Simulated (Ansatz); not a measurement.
**BSiHO+ (doublet): the correlation ladder, def2-QZVPP**

An exercise on one series of results from a longer session: the logs are not shown, and one member is left open.

Computed with Ansatz 0.2.0, Gaussian basis. Level: def2-QZVPP, core rule «outside noble gas», up to 7 orbitals frozen.

To be run: UHF; ROHF; CCSD(T) on UHF.

2 further runs of the same task are left out: 2 set aside as unsound or not needed.

**The system**

The geometry is a PBE0/def2-TZVP stationary point (not a proven minimum) of the parent state, kept for this charge and spin.

4 atoms, charge 1, spin multiplicity 2.

Atoms are counted from 1 here; the program's logs count them from 0.

Bond lengths: O1–B2 1.283 Å, O1–Si3 1.900 Å, B2–Si3 2.089 Å, B2–H4 1.185 Å. Angles: B2–O1–Si3 79.4°, O1–B2–Si3 63.4°, O1–B2–H4 146.8°, Si3–B2–H4 149.8°, O1–Si3–B2 37.1°.

The first run:

The input, in.yaml:

```yaml
crystal:
  periodic: [false, false, false]
  atoms:
    - {symbol: O, position_ang: [0.000000, -0.676845, 0.785054]}
    - {symbol: B, position_ang: [0.000000, 0.567200, 1.099112]}
    - {symbol: Si, position_ang: [0.000000, 0.118108, -0.941049]}
    - {symbol: H, position_ang: [0.000000, 1.369113, 1.971283]}
basis:
  gaussian: {orbitals: "def2-QZVPP.json"}
total_charge: 1
magnetization: {spin_polarized: true, initial_magnetization: 1}
hamiltonian: {xc: hf}
output: {orbitals: {seedname: orbitals}}
```

Command:

```sh
$ ansatz run in.yaml --threads 1 --pin off --events-out ev --progress --plain --max-ram 2393MiB
```

Among the steps run: UHF; ROHF; CCSD(T) on UHF.

One of the session's tables, all rows but one given; the rest of the session is left out.

```
  method  from UCCSD(T) (kcal/mol)
    ROHF                   +286.88
     UHF                   +283.04
    UMP2                         ?
   UCCSD                    +13.33
UCCSD(T)                         0
```

Q: Estimate the row for UMP2 from the others.

**Answer.** from UCCSD(T) (kcal/mol): +22.33. In the column «from UCCSD(T) (kcal/mol)» it lies between UCCSD (+13.33) and UHF (+283.04).
